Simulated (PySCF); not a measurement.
## What each rung costs and misses: atomization of SO₂, singlet

Geometry (MP2(full)/6-31G*, from the G2/97 set):

```xyz
3

S     0.0000    0.0000    0.3699
O     0.0000    1.2776   -0.3707
O     0.0000   -1.2776   -0.3707
```

Measured, as an electronic atomization energy: 1081.0 kJ/mol (G2/97 heats of formation of molecule and atoms, with zero-point and thermal terms from B3LYP taken off; Curtiss et al., J. Chem. Phys. 106, 1063 (1997), Staroverov et al., J. Chem. Phys. 119, 12129 (2003)). The measured value holds scalar relativity and spin–orbit coupling, which all computed ones lack, and core correlation, which the wave-function levels lack. Atoms are taken at the same level; beside RHF, RMP2 and RCC rows they are unrestricted. The atoms' steps beyond CCSDT are taken from full CI of the atoms, which share full CI's core. PySCF 2.14.0; the 6-31G* set has Cartesian d functions; a miss is computed less measured; times are wall times on shared hosts and scatter by a factor of two or so; they hold the correlated step alone (with one SCF for RCCSD(T)), and functionals start from a converged Hartree–Fock density. B3LYP has the VWN-RPA form, and B2PLYP's MP2 part freezes the cores. A small miss in a small set is a cancellation of the method's error against the basis error.

```csv
level,basis,miss (kJ/mol),time of the run,hardware
UHF,STO-3G,-1137.2,–,–
UMP2,STO-3G,-954.7,–,–
RCCSD(T),STO-3G,-792.9,0.17 s,1 CPU thread
RCCSDT(Q),STO-3G,-787.8,1.9 s,1 CPU thread
full CI,STO-3G,-789.2,1.9 s,1 CPU thread
PBE,STO-3G,-343.4,1.9 s,1 CPU thread
r2SCAN,STO-3G,-463.2,4.2 s,1 CPU thread
B3LYP,STO-3G,-528.0,2.1 s,1 CPU thread
wB97M-V,STO-3G,-526.0,14 s,1 CPU thread
UHF,6-31G,-1291.7,–,–
RMP2,6-31G,-682.2,–,–
UMP2,6-31G,-859.3,–,–
RCCSD(T),6-31G,-760.4,0.24 s,1 CPU thread
UCCSD(T),6-31G,-772.0,0.51 s,1 CPU thread
RCCSDT(Q),6-31G,-751.7,25 s,1 CPU thread
B3LYP,6-31G,-618.3,2.5 s,1 CPU thread
B2PLYP,6-31G,-684.4,2.4 s,1 CPU thread
RHF,6-31G*,-781.5,–,–
RMP2,6-31G*,-112.1,–,–
UMP2,6-31G*,-209.4,–,–
RCCSD(T),6-31G*,-209.7,0.94 s,1 CPU thread
RCCSDT(Q),6-31G*,-201.3,7.9 min,1 CPU thread
r2SCAN,6-31G*,-82.0,4.7 s,1 CPU thread
B3LYP,6-31G*,-133.6,3.2 s,1 CPU thread
wB97M-V,6-31G*,-108.8,15 s,1 CPU thread
B2PLYP,6-31G*,-135.3,3.8 s,1 CPU thread
RHF,cc-pV(D+d)Z,-774.8,–,–
RMP2,cc-pV(D+d)Z,-133.9,–,–
RCCSD(T),cc-pV(D+d)Z,-227.6,1 s,1 CPU thread
UCCSD(T),cc-pV(D+d)Z,-233.5,3.8 s,1 CPU thread
PBE,cc-pV(D+d)Z,24.9,2.6 s,1 CPU thread
r2SCAN,cc-pV(D+d)Z,-66.8,5.3 s,1 CPU thread
B2PLYP,cc-pV(D+d)Z,-131.7,4.9 s,1 CPU thread
UMP2,cc-pV(T+d)Z,-47.2,–,–
RCCSD(T),cc-pV(T+d)Z,-79.6,11 s,1 CPU thread
PBE,cc-pV(T+d)Z,87.8,5.8 s,1 CPU thread
r2SCAN,cc-pV(T+d)Z,4.4,13 s,1 CPU thread
B3LYP,cc-pV(T+d)Z,-42.8,7.3 s,1 CPU thread
UHF,cc-pV(Q+d)Z,-658.0,–,–
RCCSD(T),cc-pV(Q+d)Z,-39.0,3.3 min,1 CPU thread
```

A dash: the level came out of a higher level's run.

A composite of the best parts (restricted reference, at this geometry, which isn't the minimum of the high levels):

| part | kJ/mol |
| --- | --- |
| Hartree–Fock limit (T, Q; exp(−5.46 √X)) | 419.13 |
| CCSD(T) correlation limit (T, Q; X⁻³) | 648.60 |
| CCSDT − CCSD(T) (DZ) | -0.54 |
| (Q) (DZ) | 8.73 |
| sum | 1075.9 |
| sum less measured | -5.1 |
